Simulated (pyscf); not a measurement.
# Four-centre exchange: HO–AsH–OH (SMILES O[AsH]O) + H₂O (SMILES O) → HO–As(OH)–OH (SMILES O[As](O)O) + H₂ (SMILES [H][H])

Gas phase, singlet surface, charge 0. Bonds broken: As2–H5, O7–H8. Bonds formed: As2–O7, H5–H8. Single points on ωB97X-D3(BJ)/def2-SVP structures (PySCF, gas phase).

Transition state (Å):

```xyz
9

O     -0.3959     1.2276    -1.0907
As    -0.3898    -0.3604    -0.2793
O      1.0532     0.0775     0.6411
H      0.0329     1.9061    -0.5485
H     -0.7673    -1.5151     1.3578
H      1.1510    -0.5447     1.3759
O     -1.7735     0.3987     1.0942
H     -1.5311    -0.5730     1.5136
H     -2.6772     0.4249     0.7429
```

One imaginary mode, 845i cm⁻¹; descent along it reached the two sides named.

```
bond    change  reactant side (Å)  saddle  product side
------  ------  -----------------  ------  ------------
As2–H5  breaks              1.552   2.039           4.3
O7–H8   breaks              0.962   1.086         2.479
As2–O7   forms                3.6   2.092         1.802
H5–H8    forms              2.508   1.223         0.761
```

Electronic energies relative to the separated reactants (kcal/mol):

```csv
level,barrier,reaction energy,reverse barrier
ωB97X-D3(BJ)/def2-TZVP,42.4,-7.7,50.1
PBE/def2-TZVP,34.4,-7.0,41.4
r²SCAN/def2-TZVP,37.1,-8.5,45.6
B3LYP-D3(BJ)/def2-TZVP,39.8,-7.4,47.2
PBE0-D3(BJ)/def2-TZVP,39.1,-6.0,45.1
M06-2X/def2-TZVP,41.6,-10.3,51.9
ωB97M-D3(BJ)/def2-TZVP,41.6,-7.0,48.6
HF/def2-TZVP,62.2,-3.5,65.8
```

With ωB97M-D3(BJ)/def2-TZVP energies and thermal terms (ideal gas, 1 atm, RRHO with modes under 100 cm⁻¹ raised to 100, one conformer, R ln 2 for chiral ones without a mode under 150 cm⁻¹), in kcal/mol:

| T (K) | ΔH‡ | ΔG‡ | ΔH | ΔG |
|---|---|---|---|---|
| 298 | 39.2 | 50.4 | -10.4 | -8.3 |
| 600 | 39.4 | 61.7 | -9.1 | -6.7 |
| 900 | 40.2 | 72.7 | -8.0 | -5.7 |
| 1200 | 41.1 | 83.4 | -7.3 | -5.1 |

At the saddle there is also a short As–H contact that neither side keeps. This is the saddle that the search found; another between the same sides may lie lower. Elements up to Kr have no core potential and no relativistic terms here.
